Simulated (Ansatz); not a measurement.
Mulliken charges of C2H4Cl2 (`CC(Cl)Cl`) from ωB97M-V/def2-TZVPP in Ansatz (PBE0-D4/def2-TZVP geometry).

| atom | x (Å) | y (Å) | z (Å) | charge (e) |
| --- | --- | --- | --- | --- |
| C1 | 0.225 | 0.791 | -0.009 | -0.272 |
| C2 | -0.175 | -0.652 | 0.125 | -0.049 |
| Cl3 | 1.119 | -1.723 | -0.458 | -0.087 |
| Cl4 | -1.686 | -0.975 | -0.753 | -0.087 |
| H5 | 0.401 | 1.040 | -1.055 | 0.122 |
| H6 | -0.571 | 1.429 | 0.379 | 0.110 |
| H7 | 1.139 | 0.973 | 0.559 | 0.110 |
| H8 | -0.360 | -0.940 | 1.157 | 0.152 |

**Question.** By hand: the dipole of these point charges (1 e Å = 4.8032 D).

**Answer.** Σ q r = (0.053, 0.300, 0.252) e Å, of length 0.395 e Å = 1.90 D.

**Question.** How does the dipole of the full density compare? (An estimate is asked.)

**Answer.** Ansatz gave: (0.059, 0.324, 0.261) e Å, 2.02 D; the point charges give 0.94 times that, at 1° from its direction.

Point charges leave out the atoms' own dipoles, such as those of lone pairs, and Mulliken's split depends on the basis, so the close match here is no proof of good charges.
